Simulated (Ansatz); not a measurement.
A nudged elastic band was laid between two geometries of H5NSi2 (8 atoms, charge 0, multiplicity 1).

Computed with RKS BLYP-D4/def2-SVP (Ansatz 0.2.0).

```json
{
 "movable images": "5",
 "climbing image": "yes",
 "spring": "5.0 eV/Å²",
 "optimiser": "quadratic models (default)",
 "start path": "IDPP",
 "force threshold": "0.05 eV/Å",
 "iteration limit": "60",
 "end points": "relaxed"
}
```

First end point:

```xyz
8
Properties=species:S:1:pos:R:3
N -0.658 -0.313 -0.835
Si -0.350 1.383 -0.327
Si 0.302 -1.284 0.238
H -1.513 -0.625 -1.294
H 0.991 1.810 -0.896
H -0.171 1.323 1.188
H 1.720 -0.800 0.245
H -0.229 -1.552 1.625
```

Last end point:

```xyz
8
Properties=species:S:1:pos:R:3
N -0.666 -0.266 -0.661
Si -0.051 1.177 0.142
Si 0.588 -0.996 0.339
H -1.376 -0.537 -1.345
H 0.652 2.198 -0.709
H -0.971 1.884 1.099
H 1.770 -1.602 -0.364
H 0.147 -1.916 1.443
```

**Question.** What changes between the two ends?

**Answer.** No bond is made or broken. The height of Si2 over the plane of its neighbours goes from -0.61 to 0.37 Å.

**Question.** What energy profile does the band end with?

**Answer.** The run converged. The highest image is number 0 of 0 to 6, 0.0 kJ/mol above the first end and 103.3 kJ/mol above the last; the last end lies 103.3 kJ/mol below the first. The highest image is an end point: on this band no image between the ends rises above it. Between wells the path still climbs a hump at image 4, 0.11 eV above the well before it.

| image | path coordinate (Å) | energy (kJ/mol) | height of Si2 over the plane of its neighbours (Å) |
| --- | --- | --- | --- |
| 0 | 0.00 | 0.0 | -0.61 |
| 1 | 0.04 | 0.0 | -0.62 |
| 2 | 0.61 | -21.5 | -0.87 |
| 3 | 1.18 | -16.6 | -0.80 |
| 4 | 1.74 | -11.0 | -0.40 |
| 5 | 2.31 | -74.4 | 0.12 |
| 6 | 2.88 | -103.3 | 0.37 |

Time of the run: 2.5 min on 1 thread of Intel(R) Xeon(R) Platinum 8375C CPU @ 2.90GHz (Ice Lake), with other jobs on the host, peak memory 0.25 GiB.
